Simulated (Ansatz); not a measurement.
Correlation energies of NO2+ (`O=[N+]=O`) by basis set

Bond lengths: O1–N2 1.110 Å, N2–O3 1.110 Å. Angles: O1–N2–O3 180.0°.

The species carries charge 1 and has multiplicity 1. Geometry: relaxed with PBE0-D4/def2-TZVP. Frozen core, restricted reference, the Gaussian-basis code of Ansatz. CBS rows extrapolate triple and quadruple zeta.

```csv
basis,HF (Eh),MP2 corr.,CCSD corr.,(T),CCSD(T) total
def2-SVP,-203.51180,-0.56945,-0.54149,-0.02817,-204.08146
def2-TZVPP,-203.77675,-0.68186,?,-0.03848,?
def2-QZVPP,-203.78586,-0.72790,-0.68938,-0.04170,-204.51694
CBS(def2),-203.78711,-0.76200,?,-0.04409,?
cc-pV(D+d)Z,-203.70215,-0.56808,?,-0.02786,?
cc-pV(T+d)Z,-203.76737,-0.68518,-0.65197,-0.03899,-204.45833
cc-pV(Q+d)Z,-203.78296,-0.73046,-0.69176,?,?
CBS(cc),-203.78766,-0.76268,-0.72009,-0.04373,-204.55148
```

Question: Fill in the withheld values. (Estimate.)

Answer: Ansatz gave: def2-TZVPP CCSD corr.: -0.64956; def2-TZVPP CCSD(T) total: -204.46479; CBS(def2) CCSD corr.: -0.71888; CBS(def2) CCSD(T) total: -204.55008; cc-pV(D+d)Z CCSD corr.: -0.54088; cc-pV(D+d)Z CCSD(T) total: -204.27089; cc-pV(Q+d)Z (T): -0.04176; cc-pV(Q+d)Z CCSD(T) total: -204.51648.
